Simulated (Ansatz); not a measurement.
Input file for C4H9FO (`COCCCF`):

```yaml
crystal:
  periodic: [false, false, false]
  atoms:
    - {symbol: C, position_ang: [0.372771, -2.313702, 0.059768]}
    - {symbol: O, position_ang: [-0.296490, -1.084212, 0.066239]}
    - {symbol: C, position_ang: [0.436713, -0.070172, -0.571700]}
    - {symbol: C, position_ang: [-0.355379, 1.215527, -0.528302]}
    - {symbol: C, position_ang: [-0.603492, 1.683852, 0.884273]}
    - {symbol: F, position_ang: [-1.278424, 2.893590, 0.866652]}
    - {symbol: H, position_ang: [0.562889, -2.662837, -0.964911]}
    - {symbol: H, position_ang: [-0.262872, -3.038940, 0.567883]}
    - {symbol: H, position_ang: [1.335128, -2.252114, 0.587165]}
    - {symbol: H, position_ang: [1.411247, 0.060351, -0.072230]}
    - {symbol: H, position_ang: [0.644390, -0.349888, -1.615523]}
    - {symbol: H, position_ang: [0.195986, 1.989246, -1.070859]}
    - {symbol: H, position_ang: [-1.312446, 1.073100, -1.037693]}
    - {symbol: H, position_ang: [0.340079, 1.838507, 1.419310]}
    - {symbol: H, position_ang: [-1.211899, 0.966989, 1.439428]}
basis:
  gaussian: {orbitals: def2-SVP}
correlation: {method: ccsd_t}
```

```sh
$ ansatz run in.yaml --threads 8 --pin off --events-out ev --progress --plain --max-ram 18278MiB
```

The program prints (abridged):

```
Functional definition: HF
1309 factors; integrals over basis functions are off by at most 1.3e-3 eV
mean field evaluation 1: about -8996.8234 eV, gradient 3.4e1 eV
mean field evaluation 2: about -8996.9911 eV, gradient 3.4e1 eV
mean field evaluation 4: about -8999.8644 eV, gradient 4.6e0 eV
mean field evaluation 8: about -8999.9148 eV, gradient 2.0e-1 eV
mean field -8999.91489376 eV, -330.7407719841 hartree, gradient 1.2e-6 eV, S^2 0.000000; 0 other end points of the search recorded, 0 dependent functions left out
6 core orbitals not correlated: weight in the atoms' cores, before any rotation towards them, 1.000 or more for the frozen orbitals, at most 0.000 for the correlated occupied ones
reference -8999.91489376 eV, -330.7407719841 hartree; 19, 19 occupied and 104, 104 virtual orbitals, 1309 factors
second order -25.38688894 eV of doubles, -0.00000000 eV of singles
cycle   1  -26.33990470 eV  change   -9.5e-1 eV  update   1.0e-1
cycle   2  -26.95433490 eV  change   -6.1e-1 eV  update   2.8e-2
cycle   3  -27.09216134 eV  change   -1.4e-1 eV  update   1.3e-2
cycle   4  -27.09032499 eV  change    1.8e-3 eV  update   2.6e-3
cycle   5  -27.09078645 eV  change   -4.6e-4 eV  update   1.0e-3
cycle   6  -27.09118465 eV  change   -4.0e-4 eV  update   2.9e-4
cycle   7  -27.09103253 eV  change    1.5e-4 eV  update   1.0e-4
cycle   8  -27.09098519 eV  change    4.7e-5 eV  update   3.5e-5
perturbative correction -0.67828119 eV, -0.0249263740 hartree
Total energy: -9027.68416014 eV, -331.7612737009 hartree
```

Hardware: 8 threads of an Arm Neoverse V2 on a shared host. Wall time 8 s, peak host memory 0.98 GiB.

MP2 recovers 91.4 % of the CCSD(T) correlation energy and the triples give 2.4 %; T1 = 0.0093.
